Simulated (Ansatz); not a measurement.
A made-up structure of CH3BN (charge +1), singlet:

B1  (-0.667, 0.860, -0.662)
N2  (0.206, -0.266, 0.204)
C3  (0.874, -1.126, 0.867)
H4  (-1.347, 0.372, -1.687)
H5  (-0.574, 2.103, -0.218)
H6  (1.509, -1.944, 1.496)
(Å)

It is relaxed with PBE-D4/def2-SVP and then PBE0-D4/def2-TZVP (Ansatz 0.2.0). Atoms count as bonded within 1.22 times the sum of their covalent radii (H–H: 0.88 Å). The end point is not checked to be a true minimum.

Q: Does its bonding change? (A judgement: the text doesn't fix the answer.)

A: The calculation gives: No: no bond forms or breaks.

Where it ends: The first stage lowers the energy by 1.39 eV in 6 steps. It ends as CH₃BN ([BH2][N][CH]), total charge +1:
B1  (-0.596, 0.768, -0.591)
N2  (0.184, -0.237, 0.183)
C3  (0.781, -1.006, 0.774)
H4  (-1.203, 0.333, -1.506)
H5  (-0.513, 1.878, -0.195)
H6  (1.347, -1.735, 1.335)
(Å)

Labels in which every atom is bracketed show which atoms are joined, not bond orders.

For scale, one of the runs: PBE0-D4/def2-TZVP relaxation, 111 basis functions, launched by `ansatz run in.yaml --threads 2 --pin off --events-out ev --progress --plain --max-ram 4352MiB`. Hardware: 2 CPU threads of an Arm Neoverse V2, shared host. Wall time about 7 s.
